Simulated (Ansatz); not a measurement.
# CBP: the cost of one run

The runs use Ansatz 0.2.0, Gaussian basis; def2-QZVPP, core rule «outside noble gas», up to 7 orbitals frozen.

Plan: UHF; ROHF; CCSD(T) on UHF.

2 further runs of the same task are left out: 2 set aside as unsound or not needed.

## Step 1: The system

The geometry is a PBE0/def2-TZVP stationary point (not a proven minimum) of the parent state, kept for this charge and spin.

3 atoms, charge 1, spin multiplicity 2.

Atoms are counted from 1 here; the program's logs count them from 0.

Bond lengths: C1–B2 1.398 Å, C1–P3 1.692 Å, B2–P3 1.783 Å. Angles: B2–C1–P3 69.7°, C1–B2–P3 62.9°, C1–P3–B2 47.4°.

## Step 2: UHF

The input, in.yaml:

```yaml
crystal:
  periodic: [false, false, false]
  atoms:
    - {symbol: C, position_ang: [0.000000, -0.660483, 0.884179]}
    - {symbol: B, position_ang: [0.000000, 0.736387, 0.949337]}
    - {symbol: P, position_ang: [0.000000, -0.000911, -0.674212]}
basis:
  gaussian: {orbitals: "def2-QZVPP.json"}
total_charge: 1
magnetization: {spin_polarized: true, initial_magnetization: 1}
hamiltonian: {xc: hf}
output: {orbitals: {seedname: orbitals}}
```

Command:

```sh
> ansatz run in.yaml --threads 1 --pin off --events-out ev --progress --plain --max-ram 2393MiB
```

What time and memory should one allow on 1 thread of Arm Neoverse V2, shared host?

About 8.5 s, with a peak of 0.31 GiB.
